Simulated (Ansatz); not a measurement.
# CH4SSi: a ladder of functionals and wavefunction methods

An exercise on one series of results from a longer session: the logs are not shown, and one member is left open.

Method: functionals in def2-TZVPP, the program's frozen cores in correlated methods; program: Ansatz 0.2.0, Gaussian basis.

Plan: LDA (SPW92), PBE-D4, revPBE-D4, BLYP-D4, r2SCAN-D4, B97M-V, PBE0-D4, B3LYP-D4, r2SCANh-D4, r2SCAN0-D4, HSE06-D4, BHLYP-D4, CAM-B3LYP-D4, LC-ωPBE, ωB97X-V, ωB97M-V, B2PLYP, PBE-QIDH; CCSD(T)/def2-SVP; CCSD(T)/def2-TZVPP; MP2/def2-QZVPP; extrapolation to the limit; RPA on PBE.

## The geometry

An earlier PBE0-D4 in a triple-zeta def2 set relaxation fixed the geometry.

SMILES `[SiH3]C=S`, 7 atoms, charge 0, spin multiplicity 1.

Atoms are counted from 1 here; the program's logs count them from 0.

Bond lengths: Si1–C2 1.881 Å, Si1–H4 1.480 Å, Si1–H5 1.488 Å, Si1–H6 1.488 Å, C2–S3 1.611 Å, C2–H7 1.095 Å. Angles: C2–Si1–H4 109.6°, C2–Si1–H5 108.6°, C2–Si1–H6 108.6°, H4–Si1–H5 110.9°, H4–Si1–H6 110.9°, H5–Si1–H6 108.1°, Si1–C2–S3 123.9°, Si1–C2–H7 117.6°, S3–C2–H7 118.5°.

Set-up of the first run:

in.yaml

```yaml
crystal:
  periodic: [false, false, false]
  atoms:
    - {symbol: Si, position_ang: [-0.689943, 0.278217, -0.272410]}
    - {symbol: C, position_ang: [0.988465, -0.307151, 0.341563]}
    - {symbol: S, position_ang: [1.304588, -1.824077, 0.781352]}
    - {symbol: H, position_ang: [-1.638658, -0.857623, -0.281600]}
    - {symbol: H, position_ang: [-0.525356, 0.844506, -1.638768]}
    - {symbol: H, position_ang: [-1.171229, 1.364973, 0.623102]}
    - {symbol: H, position_ang: [1.793334, 0.433055, 0.401062]}
basis:
  gaussian: {orbitals: def2-TZVPP}
hamiltonian: {xc: lda}
output: {orbitals: {seedname: orbitals}}
```

Launch:

```
ansatz run in.yaml --threads 2 --pin off --events-out ev --progress --plain --max-ram 4352MiB
```

Among the steps run: LDA; PBE-D4 (GGA); revPBE-D4 (GGA); BLYP-D4 (GGA); r2SCAN-D4 (meta-GGA); B97M-V (meta-GGA); B3LYP-D4 (hybrid); r2SCANh-D4 (hybrid); r2SCAN0-D4 (hybrid); HSE06-D4 (hybrid); BHLYP-D4 (hybrid); CAM-B3LYP-D4 (range-separated); LC-ωPBE (range-separated); ωB97X-V (range-separated); ωB97M-V (range-separated); B2PLYP (double hybrid); PBE-QIDH (double hybrid).

One of the session's tables, all rows but one given; the rest of the session is left out.

It belongs to the step «Orbital energies across the functionals». 

| functional | HOMO (eV) | LUMO (eV) | gap (eV) |
| --- | --- | --- | --- |
| LDA (SPW92) | -5.38 | -3.91 | 1.46 |
| PBE-D4 | -5.28 | -3.73 | 1.54 |
| revPBE-D4 | -5.24 | -3.67 | 1.57 |
| BLYP-D4 | -5.13 | -3.56 | 1.57 |
| r2SCAN-D4 | -5.48 | -3.66 | 1.83 |
| B97M-V | -5.60 | -3.63 | 1.97 |
| PBE0-D4 | -6.49 | -2.80 | 3.68 |
| B3LYP-D4 | -6.26 | -2.98 | 3.28 |
| r2SCANh-D4 | -5.94 | -3.30 | 2.64 |
| r2SCAN0-D4 | -6.62 | -2.77 | 3.85 |
| HSE06-D4 | -6.09 | -3.19 | 2.90 |
| BHLYP-D4 | -7.57 | -1.70 | 5.87 |
| CAM-B3LYP-D4 | -7.81 | -1.60 | 6.21 |
| LC-ωPBE | -9.20 | -0.52 | 8.68 |
| ωB97X-V | ? | ? | ? |
| ωB97M-V | -8.68 | -0.61 | 8.06 |

**Question.** Estimate the row for ωB97X-V.

**Answer.** HOMO (eV): -8.84; LUMO (eV): -0.56; gap (eV): 8.28. In the column «HOMO (eV)» it lies between LC-ωPBE (-9.20) and ωB97M-V (-8.68).
